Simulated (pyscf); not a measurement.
This saddle point was located with ωB97X-D3(BJ)/def2-SVP in PySCF.

```xyz
11

C     -2.8574     0.0455    -0.2551
C     -1.8372     0.8517     0.0640
Si    -0.0685     0.2475    -0.1088
H     -3.9056     0.3592    -0.1770
H     -2.6799    -0.9757    -0.6172
H     -2.0434     1.8613     0.4445
H      1.2185    -0.6031     0.7401
H     -0.3264    -1.0800    -0.7877
H      0.8609     1.0827    -0.9098
H      0.2996     1.1544     1.3543
H      0.8701     0.2337     1.2526
```

Surface: singlet, charge 0. Lowest wavenumbers (cm⁻¹): 1766i, 146, 216, 303, 483.

Question: What reaction is this the transition state of?

Answer: `[CH2]=[CH][SiH3]` + `[H][H]` ⇌ `[CH2]=[CH][SiH3]` + `[H][H]`, a four-centre exchange read from left to right: H–Si, H–H broken and H–Si, H–H formed. At ωB97M-D3(BJ)/def2-TZVP it lies +65.3 kcal/mol from the left side and +65.3 kcal/mol from the right (each side as separated species at their lowest minima found). At the saddle there is also a short H–Si contact that neither side keeps. The same reactants have a lower exit, to H₃C–CH=SiH₂ + H₂ (barrier +52.6 kcal/mol at ωB97M-D3(BJ)/def2-TZVP, against +65.3 kcal/mol here). One saddle was located; it need not be the lowest between these sides.
